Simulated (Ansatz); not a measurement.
## CH3OS: where a starting geometry ends

The starting geometry of this gas-phase doublet was optimised with GFN2-xTB; its bonds are those of `[O]CS`.

```json
{"atom": "C", "x (Å)": "-0.7782", "y (Å)": "-0.5829", "z (Å)": "-1.4170"}
{"atom": "O", "x (Å)": "-1.6387", "y (Å)": "-1.3462", "z (Å)": "-0.9405"}
{"atom": "S", "x (Å)": "-0.4701", "y (Å)": "-0.7026", "z (Å)": "-3.3587"}
{"atom": "H", "x (Å)": "-0.9834", "y (Å)": "0.5092", "z (Å)": "-1.3612"}
{"atom": "H", "x (Å)": "0.2721", "y (Å)": "-0.7330", "z (Å)": "-1.0825"}
{"atom": "H", "x (Å)": "0.4773", "y (Å)": "0.2386", "z (Å)": "-3.3787"}
```

**Question.** Predict what it relaxes into with B3LYP-D3(BJ)/def2-SVP.

**Answer.** It keeps its bonds, and is `[O]CS`.

The energy falls by 0.18 eV over 7 steps:

```csv
step,E − E(last) (eV)
1,0.180
2,0.083
3,0.026
4,0.007
5,0.001
6,0.000
7,0.000
```

Final geometry (Å):

```xyz
6

C    -0.7354   -0.5602   -1.5074
O    -1.6403   -1.3515   -0.9677
S    -0.4876   -0.7237   -3.3539
H    -0.9832    0.5076   -1.2814
H     0.2531   -0.7181   -1.0068
H     0.4724    0.2288   -3.4214
```

The end wasn't checked by frequencies. Open shells are spin-unrestricted. Run with Ansatz 0.2.0, 28 s on 1 thread of Arm Neoverse V1 (shared host).
